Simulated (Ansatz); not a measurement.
Compare A (`C=CC(F)(F)F`) with its isomer B (`FC1CC1(F)F`).

Isolated molecules relaxed with PBE0-D4/def2-TZVP in Ansatz; ΔE leaves out vibrations. CBS: MP2 limit from def2 TZ/QZ plus the TZ coupled-cluster correction, frozen cores. Functionals use def2-TZVPP.

(1) Which is lower in electronic energy at CCSD(T)/CBS, and by how much? (Best estimate.)

(2) Give E(B) − E(A) in kcal/mol with MP2/def2-TZVPP, LDA (SPW92), CCSD/def2-TZVPP, r2SCAN-D4, CCSD(T)/def2-TZVPP, B2PLYP, CCSD(T)/def2-SVP. (Best estimate.)

(3) Does the order hold for the free energy at 298.15 K (harmonic terms from PBE0-D4)? (Best estimate.)

Largest T1 diagnostic: 0.012.

Results:

(1) Ansatz gave: A, by 29.7 kcal/mol.

(2) The calculation gave: MP2/def2-TZVPP 28.6, LDA (SPW92) 22.2, CCSD/def2-TZVPP 29.5, r2SCAN-D4 27.2, CCSD(T)/def2-TZVPP 29.9, B2PLYP 29.3, CCSD(T)/def2-SVP 30.6. None reverses the order clearly.

(3) Ansatz gave: Yes: G(B) − G(A) = +30.4 kcal/mol.

In def2-TZVPP, CCSD(T) changes the Hartree–Fock value by −2.6 kcal/mol (the triples alone add +0.4 kcal/mol) and MP2 by −3.9 kcal/mol. From r2SCAN to r2SCAN0 (25 % exact exchange), in def2-TZVPP and without D4, E(B) − E(A) moves by −0.8 kcal/mol.
